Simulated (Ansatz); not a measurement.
# C3H5ClO: the cost of one run

All numbers below are computed with Ansatz 0.2.0 (RKS PBE-D4/STO-3G).

## 1. Starting point

Bond lengths: C1–C2 1.334 Å, C2–O3 1.366 Å, C2–C4 1.512 Å, C4–Cl5 1.839 Å, C1–H6 1.155 Å, C1–H7 1.039 Å, O3–H8 0.966 Å, C4–H9 1.149 Å, C4–H10 1.018 Å. Angles: C1–C2–O3 118.9°, C1–C2–C4 127.7°, O3–C2–C4 113.2°, C2–C1–H6 116.6°, C2–C1–H7 126.3°, H6–C1–H7 117.0°, C2–O3–H8 110.6°, C2–C4–Cl5 107.4°, C2–C4–H9 108.9°, C2–C4–H10 114.3°, Cl5–C4–H9 105.4°, Cl5–C4–H10 109.6°, H9–C4–H10 110.8°.

Structure file:

```xyz
10

C    -0.3607   -0.4116    1.2616
C     0.1672   -0.2543    0.0467
O     0.9601   -1.2435   -0.4626
C     0.0963    0.9680   -0.8403
Cl   -1.1158    0.6099   -2.1761
H    -1.0488    0.4354    1.6393
H    -0.2485   -1.2401    1.8792
H     1.0038   -1.9907    0.1474
H    -0.3577    1.8367   -0.2406
H     0.9871    1.2391   -1.2515
```

## 2. Relaxing end A

input.yaml reads:

```yaml
crystal:
  periodic: [false, false, false]
  atoms:
    - { symbol: C, position_ang: [-0.3607, -0.4116, 1.2616] }
    - { symbol: C, position_ang: [0.1672, -0.2543, 0.0467] }
    - { symbol: O, position_ang: [0.9601, -1.2435, -0.4626] }
    - { symbol: C, position_ang: [0.0963, 0.968, -0.8403] }
    - { symbol: Cl, position_ang: [-1.1158, 0.6099, -2.1761] }
    - { symbol: H, position_ang: [-1.0488, 0.4354, 1.6393] }
    - { symbol: H, position_ang: [-0.2485, -1.2401, 1.8792] }
    - { symbol: H, position_ang: [1.0038, -1.9907, 0.1474] }
    - { symbol: H, position_ang: [-0.3577, 1.8367, -0.2406] }
    - { symbol: H, position_ang: [0.9871, 1.2391, -1.2515] }
basis:
  gaussian: { orbitals: STO-3G }
hamiltonian:
  xc: pbe
  dispersion: d4
relax:
  f_tol: 0.02
  max_steps: 50
```

On the command line:

```sh
$ ansatz run input.yaml --threads 1 --pin off --max-ram 2048MiB --backend cpu --events-out ev --progress --plain --runs-dir out
```

What time and memory should one allow on 1 thread of Intel Xeon Platinum 8259CL at 2.50GHz (Skylake/Cascade Lake), shared host?

About 18 s, with a peak of 0.14 GiB.
